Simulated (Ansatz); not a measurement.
[B(CN)H3]- (CH₃BN⁻), relaxed as a singlet with RKS r2SCAN-D4/def2-TZVPD in Ansatz, starting from the GFN2-xTB geometry. Force threshold 0.02 eV/Å.

Start:

```tsv
atom	x (Å)	y (Å)	z (Å)
B1	0.3432	-0.1492	-0.3542
C2	-0.6958	0.3031	0.7109
N3	-1.4655	0.6351	1.5109
H4	1.3812	-0.4547	0.2191
H5	0.5438	0.7796	-1.1277
H6	-0.1070	-1.1139	-0.9590
```

Task: Estimate the energy that the relaxation releases and the steps that it takes.

Result: 0.2 kcal/mol, in 5 steps; 4.8 s on 4 threads of Arm Neoverse V1 on a shared host. No frequencies were taken in this run, so the end may be a saddle point.

Task: Does the start keep its bonding and symmetry?

Result: By distances, no bond broke or formed. The bond that changes most is B1–C2, from 1.56 to 1.58 Å (atoms count from 1). Point group C3v at the start, C3v at the end, both within 0.05 Å.

Task: Predict the relaxed structure.

Result: 
Cartesian coordinates in Å:
```
B 0.347 -0.151 -0.357
C -0.705 0.306 0.725
N -1.483 0.643 1.523
H 1.391 -0.459 0.208
H 0.550 0.776 -1.133
H -0.099 -1.116 -0.966
```
Bond lengths: 1 × B–C 1.58 Å; 1 × C–N 1.16 Å; 3 × B–H 1.23 Å.
